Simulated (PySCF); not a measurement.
**Shieldings and the share of exact exchange**

Molecule: `C=CC(Cl)(Cl)Cl`, C₃H₃Cl₃.

Mapped SMILES: `[CH2:1]=[CH:2][C:3]([Cl:4])([Cl:5])[Cl:6]`. Hydrogens are named by the atom that carries them. Ha(C1) is cis to C3; Hb(C1) is trans to C3.

GIAO shieldings (ppm, equivalent atoms averaged) in PySCF on the PBE0-D3(BJ)/def2-SVP geometry, basis pcSseg-2, gas phase, non-relativistic:

| functional | exact exchange (%) | σ(C3) | σ(Cl4/Cl5/Cl6) |
| --- | --- | --- | --- |
| BLYP | 0 | 41.8 | 405.8 |
| BP86 | 0 | 48.4 | 424.6 |
| PBE | 0 | 49.3 | 431.2 |
| B3LYP | 20 | 52.9 | 444.9 |
| PBE0 | 25 | 62.3 | 478.5 |
| mPW1PW91 | 25 | 61.1 | 475.8 |
| HF | 100 | 91.7 | 573.6 |

(1) Fit each shielding as a line in the percentage of exact exchange.

(2) What does the line predict for BHandHLYP (50 %), and what does the run give?

Answers

(1) σ(C3) = 47.2 + 0.45 x (rms 3.1 ppm); σ(Cl4/Cl5/Cl6) = 424.7 + 1.54 x (rms 11.5 ppm). The functionals also differ in their semilocal parts, which the line can't hold; Hartree–Fock has no correlation at all.

(2) σ(C3): 69.7 predicted, 68.1 computed; σ(Cl4/Cl5/Cl6): 501.7 predicted, 494.8 computed ppm.
